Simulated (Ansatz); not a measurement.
# BNH₂+ (doublet): wave-function methods side by side, cc-pVTZ

Aim: climb from Hartree-Fock through coupled cluster and multireference methods for BNH₂+ (doublet) at one geometry and basis, and see what each rung misses.

The runs use Ansatz 0.2.0, Gaussian basis; cc-pVTZ, core rule «outside noble gas», up to 2 orbitals frozen.

To be run: UHF; CCSD(T) on ROHF; CCSD(T) on UHF; BCCD(T) on ROHF; CCSDT(Q) on ROHF; CCSDT(Q) on UHF; CASSCF and MRCISD+Q, 9 electrons in 10 orbitals; CASSCF and NEVPT2, 9 electrons in 10 orbitals.

4 further runs of the same task are left out: 4 set aside as unsound or not needed.

**1. What is computed**

The geometry is a PBE0/def2-TZVP stationary point (not a proven minimum) of the parent state, kept for this charge and spin.

4 atoms, charge 1, spin multiplicity 2.

Atoms are counted from 1 here; the program's logs count them from 0.

Bond lengths: B1–N2 1.371 Å, N2–H3 1.011 Å, N2–H4 1.011 Å. Angles: B1–N2–H3 122.7°, B1–N2–H4 122.7°, H3–N2–H4 114.6°.

**2. UHF**

in.yaml

```yaml
crystal:
  periodic: [false, false, false]
  atoms:
    - {symbol: B, position_ang: [0.000000, 0.000000, 0.859982]}
    - {symbol: N, position_ang: [0.000000, 0.000000, -0.511503]}
    - {symbol: H, position_ang: [0.000000, 0.850874, -1.057997]}
    - {symbol: H, position_ang: [0.000000, -0.850874, -1.057997]}
basis:
  gaussian: {orbitals: cc-pVTZ}
total_charge: 1
magnetization: {spin_polarized: true, initial_magnetization: 1}
hamiltonian: {xc: hf}
output: {orbitals: {seedname: orbitals}}
```

Run with:

```
ansatz run in.yaml --threads 1 --pin off --events-out ev --progress --plain --max-ram 4096MiB --backend cpu
```

The runs that follow: CCSD(T) on ROHF; CCSD(T) on UHF; BCCD(T) on ROHF; CCSDT(Q) on ROHF; CCSDT(Q) on UHF; CASSCF and MRCISD+Q, 9 electrons in 10 orbitals; CASSCF and NEVPT2, 9 electrons in 10 orbitals.

Before running them: what should the planned runs give, taken together? Wanted: UCCSDT(Q) below the RHF energy; RMP2 from UCCSDT(Q); UMP2 from UCCSDT(Q); RCCSD from UCCSDT(Q); RCCSD(T) from UCCSDT(Q); UCCSD(T) from UCCSDT(Q); RCCSDT(Q) from UCCSDT(Q); NEVPT2 valence from UCCSDT(Q); MRCISD+Q valence from UCCSDT(Q).

As calculated:

```
                         quantity                                                   value
   UCCSDT(Q) below the RHF energy                                              -7.6232 eV
              RMP2 from UCCSDT(Q)                                            +68.6 kJ/mol
              UMP2 from UCCSDT(Q)                                            +68.2 kJ/mol
             RCCSD from UCCSDT(Q)                                            +31.9 kJ/mol
          RCCSD(T) from UCCSDT(Q)                                             +2.9 kJ/mol
          UCCSD(T) from UCCSDT(Q)                                             +3.0 kJ/mol
         RCCSDT(Q) from UCCSDT(Q)                                             +0.2 kJ/mol
    NEVPT2 valence from UCCSDT(Q)                                            +74.1 kJ/mol
  MRCISD+Q valence from UCCSDT(Q)                                             +5.8 kJ/mol
levels within 1 kcal/mol (43 meV)  RCCSD(T), UCCSD(T), BCCD(T), RCCSDT, UCCSDT, RCCSDT(Q)
                    T1 diagnostic                                                   0.022
   effectively unpaired electrons                                                    1.03
```

**Reading.** RCCSD(T) lands +2.9 kJ/mol from the yardstick (0.4 % of the correlation energy). One determinant dominates. Of the multireference levels listed MRCISD+Q valence comes nearest in total energy (+5.8 kJ/mol), which doesn't show that its space is the better one. These misses are within one basis, not against nature; the frozen cores of restricted and unrestricted runs differ, which can shift their rows.
